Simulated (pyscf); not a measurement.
Optimised with ωB97X-D3(BJ)/def2-SVP in PySCF. Correlated levels are frozen-core, on RHF or UHF. ΔMP2 is the change of the MP2 total energy from the triple- to the quadruple-zeta basis.

**Question.** Estimate by transition-state theory the rate constant of `[OH][SiH2][OH]` + `[AlH3]` → `[AlH2][O][SiH3]` + `[OH2]` (singlet surface; O–Si, H–O, Al–H broken, H–Si, Al–O, H–O formed) at 1200 K, with CCSD(T)/def2-TZVPP + ΔMP2(QZVPP) energies (ideal gas, 1 atm, RRHO with modes under 100 cm⁻¹ raised to 100, one conformer, R ln 2 for rigid chiral ones; no tunnelling).

**Answer.** The electronic barrier is 3.6 kcal/mol and the thermal terms add +48.0, so ΔG‡ = 51.7 kcal/mol. With k_BT/h = 2.50e+13 s⁻¹ and RT = 2.385 kcal/mol, and a volume of 1.64e-19 cm³ per molecule at 1 atm, k = 1.6e-15 cm³ molecule⁻¹ s⁻¹. Wigner's tunnelling factor for 1257i cm⁻¹ would be 1.09. A shift of 1 kcal/mol in the barrier changes k by a factor 1.5. On the reactant side the descent ends in an adduct with a Al–O contact, 23.3 kcal/mol under the separated species and 22.7 kcal/mol under the saddle at ωB97X-D3(BJ)/def2-TZVP. On the product side the descent ends in an adduct with a Al–Si, Al–H contact, 1.5 kcal/mol under the separated species and 13.7 kcal/mol under the saddle at ωB97X-D3(BJ)/def2-TZVP. What is counted as formed (Al–O) is already present as a longer contact in the reactant adduct; forming that adduct is a step of its own. What is counted as broken (Al–H) persists as a longer contact in the product adduct; parting that adduct is a step of its own. At ωB97X-D3(BJ) the barrier from the zero used here is -0.6 kcal/mol. This is the saddle that the search found; another between the same sides may lie lower. The CCSD(T) − MP2 part came from Ansatz, without density fitting, on the same reference.
